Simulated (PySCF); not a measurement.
# C3H6O2: core ionisation energies

Compound: 1,3-dioxolane, C3H6O2.
SMILES with atom numbers: `[CH2:1]1[CH2:2][O:3][CH2:4][O:5]1`

Computed with PySCF, delta-SCF UKS SCAN, pcX-2 on the ionised atom, pcseg-1 elsewhere, spin-free X2C. Each binding energy is the total energy of the core-ionised species, with the hole localised on one atom, minus that of the ground state; both are solved self-consistently, so orbital relaxation is included.

Q: What binding energy does each computed site have?

A: 
```tsv
atom(s)	bonded to	level	binding energy (eV)	above the level's lowest (eV)	count
O3/O5	2 C	O 1s	538.72	0.00	2
C4	2 O and 2 H	C 1s	293.62	+1.14	1
C1/C2	O, C and 2 H	C 1s	292.48	0.00	2
```

The listed C 1s values span 1.14 eV, from C1/C2 (bonded to O, C and 2 H) to C4 (bonded to 2 O and 2 H).

Q: Which photon energy gives electrons from C 1s of C1/C2 a kinetic energy of 200 eV, and what is their de Broglie wavelength?

A: hν = 292.48 + 200 = 492.48 eV, recoil neglected; λ = 12.264 Å/√(E/eV) = 0.87 Å.

Q: Which effective nuclear charge Zeff reproduces each element's mean 1s value in the hydrogen-like formula E = 13.606 eV × Zeff²?

A: C (Z = 6): mean 292.9 eV, Zeff = 4.64, Z − Zeff = 1.36; O (Z = 8): mean 538.7 eV, Zeff = 6.29, Z − Zeff = 1.71. Means run over the listed sites, weighted by atom count.

One atom of each set of topologically equivalent atoms was ionised and stands for the set; in this conformer not all members are related by symmetry, and their own values weren't computed. Isolated species at its PBE0-D3(BJ)/def2-SVP geometry (one conformer only).

The run took 21 s on one thread of an Arm Neoverse V1 (shared host).
